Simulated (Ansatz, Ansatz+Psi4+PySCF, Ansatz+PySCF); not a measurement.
```xyz
2

C     0.0000    0.0000   -0.6127
F     0.0000    0.0000    0.6127
```

Basis set: cc-pVTZ (spherical functions). Frozen core: 2 orbitals. Correlation on ROHF uses semicanonical orbitals with singles. Charge 0, multiplicity 2.

Computed with Ansatz (development build ahead of 0.2.0); each method stands on the lowest determinant of its kind that the runs found.

(1) Give the atomization energy at this shape (free ground-state atoms in the same class of orbitals less the molecule, no zero-point energy) of doublet CF by ROHF-CCSD(T), UHF-CCSD, ROHF-MP2.

## Answers

(1)

```json
{"method": "ROHF-CCSD(T)", "atomization energy": "5.47 eV"}
{"method": "UHF-CCSD", "atomization energy": "5.27 eV"}
{"method": "ROHF-MP2", "atomization energy": "5.76 eV"}
```
